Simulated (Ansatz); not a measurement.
**AlPH₃ (doublet): wave-function methods side by side, cc-pVTZ**

The task here is to estimate one member of a computed series from the others.

The runs use Ansatz 0.2.0, Gaussian basis; cc-pVTZ, core rule «outside noble gas», up to 10 orbitals frozen.

Plan: UHF; CCSD(T) on ROHF; CCSD(T) on UHF; BCCD(T) on ROHF; CCSDT(Q) on ROHF; CCSDT(Q) on UHF.

9 further runs of the same task are left out: 4 for a known fault of the program, 5 set aside as unsound or not needed.

## The geometry

The geometry is a PBE0/def2-TZVP stationary point (not a proven minimum).

5 atoms, charge 0, spin multiplicity 2.

Atoms are counted from 1 here; the program's logs count them from 0.

Bond lengths: Al1–P2 2.345 Å, Al1–H3 1.606 Å, P2–H4 1.424 Å, P2–H5 1.419 Å. Angles: P2–Al1–H3 115.6°, Al1–P2–H4 91.6°, Al1–P2–H5 95.5°, H4–P2–H5 94.5°.

The first run:

in.yaml

```yaml
crystal:
  periodic: [false, false, false]
  atoms:
    - {symbol: Al, position_ang: [0.042298, -0.119616, 1.254150]}
    - {symbol: P, position_ang: [-0.090450, 0.068392, -1.079457]}
    - {symbol: H, position_ang: [-0.052697, 1.261982, 2.066825]}
    - {symbol: H, position_ang: [1.035122, 0.939745, -1.114035]}
    - {symbol: H, position_ang: [0.664801, -1.101382, -1.353659]}
basis:
  gaussian: {orbitals: cc-pVTZ}
magnetization: {spin_polarized: true, initial_magnetization: 1}
hamiltonian: {xc: hf}
output: {orbitals: {seedname: orbitals}}
```

Command:

```sh
$ ansatz run in.yaml --threads 1 --pin off --events-out ev --progress --plain --max-ram 4096MiB --backend cpu
```

Among the steps run: UHF; CCSD(T) on ROHF; CCSD(T) on UHF; BCCD(T) on ROHF; CCSDT(Q) on ROHF; CCSDT(Q) on UHF.

One table of the session follows, with a row left open; its other results are not shown here.

| method | from UCCSDT(Q) (kcal/mol) |
| --- | --- |
| ROHF | +168.09 |
| UHF | +167.24 |
| RMP2 | +30.11 |
| UMP2 | +30.01 |
| RCCSD | +7.74 |
| UCCSD | +7.68 |
| RCCSD(T) | +1.18 |
| UCCSD(T) | +1.17 |
| BCCD(T) | +1.14 |
| RCCSDT | ? |
| UCCSDT | +0.35 |
| RCCSDT(Q) | +0.03 |
| UCCSDT(Q) | 0 |

Q: Estimate the row for RCCSDT from the others.

**Answer.** from UCCSDT(Q) (kcal/mol): +0.37. In the column «from UCCSDT(Q) (kcal/mol)» it lies between UCCSDT (+0.35) and BCCD(T) (+1.14).

With the free atoms at the same levels and basis (separate runs), the atomisation energy is 11.121 eV at UCCSDT(Q), 11.109 eV at RCCSD(T), 11.107 eV at UCCSD(T), 8.252 eV at ROHF.

Caveats from the session: Restricted and unrestricted rows rest on different reference determinants; where their highest levels disagree by more than a few hundredths of an eV, they describe different states and don't form one ladder.
